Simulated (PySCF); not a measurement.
Atoms are numbered as in `[CH3:1][CH2:2][N:3]([CH3:4])[C:5]#[P:6]`. Each H is labelled by its parent atom.

All values are calculated (PySCF): σ from GIAO-PBE0/pcSseg-1, GFN2-xTB structure. Equivalent nuclei averaged, gas phase, non-relativistic Hamiltonian, single conformer.

References, each an isolated molecule treated in the same way: ¹³C (σref 186.93), ¹H (σref 31.72) vs TMS; ¹⁵N (σref 267.73) against NH3; ³¹P (σref 318.38) vs H3PO4.

```tsv
atoms	nucleus	count	Hirshfeld charge	δ (ppm)
H(C4)	¹H	3	0.05	3.02
C2	¹³C	1	-0.01	?
P6	³¹P	1	-0.09	?
H(C1)	¹H	3	0.04	1.52
H(C2)	¹H	2	0.04	2.70
C5	¹³C	1	-0.06	159.9
C1	¹³C	1	-0.12	15.8
C4	¹³C	1	-0.05	45.6
N3	¹⁵N	1	-0.03	?
```

Problem. Complete the table.

Solution. 
- C2: 48.7 ppm, sp3 CH2 bonded to N; the inductive effect lowers its shielding
- N3: 98.0 ppm, nitrogen bonded to 3 C
- P6: -76.5 ppm, phosphorus bonded to C

Shifts are as computed. Against solution values, carbons near 30 ppm lie about +3 ppm off and those near 130 ppm about +5 ppm. Of 1211 compounds with measured shifts, 218 miss one by over three times the rms of a fit or turn the order of signals round; such compounds aren't used in these exercises. Experimental scales use liquid or dissolved standards, which lie at an offset from isolated NH3 (liquid NH3: subtract about 20 ppm) and H3PO4.
